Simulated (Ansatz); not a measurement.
Results of r²SCAN0 (plane waves, PAW; Ansatz, a quantum-chemistry and plane-wave program) for fcc Al.

Input:

Ansatz 0.2 input:
```yaml
crystal:
  lattice:
    - [0.0, 1.9969197027, 1.9969197027]
    - [1.9969197027, 0.0, 1.9969197027]
    - [1.9969197027, 1.9969197027, 0.0]
  atoms:
    - { symbol: Al, position: [0.0, 0.0, 0.0] }
kpoints:
  mp_grid: { grid: [16, 16, 16] }
hamiltonian:
  xc: r2scan0
  pseudopotentials: { kind: paw }
  dispersion: none
scf:
  occupations: { method: fermi_dirac, width: 0.1 }
output:
  forces: true
  stress: true
  eigenvalues: true
basis:
  ecutwfc: 500
  ecutrho_ratio: 4
  xc_grid: 3
magnetization:
  spin_polarized: false
```

The run printed, among other lines:

```
WARN output.stress: scf.convergence.dr2_threshold = 1e-7 eV (the SCF's general default) is looser than the 1e-10 eV advised for a printed stress (1e-10 eV for …
WARN output.stress: scf.exx.energy_threshold = 1e-6 eV is looser than the 1e-8 eV advised for a stress under a hybrid functional (1e-8 eV for each atom of the …
Crystal: 1 atoms, lattice volume = 15.926 Å³
Basis set: ecut = 500 eV, 411 PW (Γ), exchange–correlation on 72×72×72 points (27 copies of the dense FFT grid, shifted against one another)
Bands: 6, of which v1, the nominal top of the filled ones, is band 2 counted from 1 (1 counted from 0)
Symmetry: 48 space group operations
Space group: Fm-3m (ITA 225), of the structure as read, at distance tolerance 2.5e-5 Å
k-points: 145 of 4096
Functional: x = r2scan, c = r2scan; τ floored in thin density (d = 2e-4 eV/Å³), warm-up for x = 0.75 r2scan + 0.25 exact, c = r2scan; τ floored in thin density (d = 2e-4 eV/Å³)
SCF iter   1: F=—  HF=-540.413023 eV  |F-HF|=—  |Δ(HF+E_count)|=         —  Δρ=3.40e-3  dr2=2.04e-3  dr2_τ=4.90e-3
SCF iter   2: F=—  HF=-540.420700 eV  |F-HF|=—  |Δ(HF+E_count)|=   7.68e-3  Δρ=2.34e-3  dr2=9.59e-4  dr2_τ=2.40e-6
  ...
SCF 1 converged in 7 iterations: F = -540.420609 eV  dr2 = 1.36e-10
Crystal: 1 atoms, lattice volume = 15.926 Å³
Initial density: handed on by an earlier stage of this run
Functional: x = 0.75 r2scan + 0.25 exact, c = r2scan; τ floored in thin density (d = 2e-4 eV/Å³)
Crystal: 1 atoms, lattice volume = 15.926 Å³
SCF iter   2: F=—  HF=-540.202986 eV  |F-HF|=—  |Δ(HF+E_count)|=   1.43e-7  Δρ=5.86e-6  dr2=1.37e-8  dr2_τ=1.03e-10
SCF iter   3: F=-540.202986 eV  HF=-540.202986 eV  |F-HF|=3.24e-11  |Δ(HF+E_count)|=   3.55e-8  Δρ=7.28e-7  dr2=1.01e-10  dr2_τ=4.14e-13
SCF 3 converged in 3 iterations: F = -540.202986 eV  dr2 = 1.01e-10
Free energy (F): -540.202986 eV
Internal energy: -540.197613 eV  (E = F + TS)
E sigma→0 (E₀):  -540.200299 eV
Fermi energy:    8.410052 eV
--- Forces (eV/Å), atoms counted from 1 ---
  atom   1  Al     0.00000000     0.00000000     0.00000000
--- Stress (GPa, compression-positive) ---
       -0.078598       0.000000       0.000000
        0.000000      -0.078598       0.000000
       -0.000000      -0.000000      -0.078598
  P = ⅓ Tr σ = -0.0786 GPa (-0.786 kbar)
```

The PAW data were made under PBE.

Note: exact exchange on metals is sensitive to the k mesh and can open a false gap. Note: the run warned that the count of filled bands differs between k points.
